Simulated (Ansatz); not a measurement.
Calculated with Ansatz (gas phase, PBE0-D4/def2-TZVP geometries, no zero-point term in ΔE). CBS: MP2 limit from def2 TZ/QZ plus the TZ coupled-cluster correction, frozen cores. DFT in def2-TZVPP. B3LYP here is the variant with VWN-RPA as its local correlation; programs differ in this. Each species was taken in one conformer, which may not be the lowest.

`CC(F)OCF` → `COC(C)(F)F`  (isomerisation)

| level | ΔE (kJ/mol) | difference from CCSD(T)/CBS |
| --- | --- | --- |
| PBE-D4 | -15.9 | 1.3 |
| r2SCAN-D4 | -22.0 | -4.8 |
| PBE0-D4 | -18.6 | -1.4 |
| B3LYP-D4 | -14.8 | 2.4 |
| ωB97X-V | -18.4 | -1.2 |
| ωB97M-V | -20.1 | -2.9 |
| B2PLYP | -14.5 | 2.7 |
| PBE | -14.4 | 2.8 |
| r2SCAN | -21.7 | -4.5 |
| PBE0 | -17.4 | -0.2 |
| B3LYP | -12.4 | 4.8 |
| HF/def2-TZVPP | -16.4 | 0.8 |
| MP2/def2-TZVPP | -18.0 | -0.8 |
| SCS-MP2/def2-TZVPP | -15.4 | 1.8 |
| CCSD/def2-TZVPP | -17.2 | 0.0 |
| CCSD(T)/def2-TZVPP | -17.7 | -0.5 |
| HF/def2-QZVPP | -16.2 | 1.0 |
| MP2/def2-QZVPP | -17.7 | -0.5 |
| SCS-MP2/def2-QZVPP | -15.0 | 2.2 |
| HF/CBS(def2) | -16.2 | 1.0 |
| MP2/CBS(def2) | -17.5 | -0.3 |
| CCSD/CBS(def2) | -16.7 | 0.5 |
| CCSD(T)/CBS | -17.2 | 0 |

Largest T1 diagnostic among the species: 0.011.

From PBE to PBE0 (25 % exact exchange), in def2-TZVPP and without D4, ΔE moves by −3.1 kJ/mol.
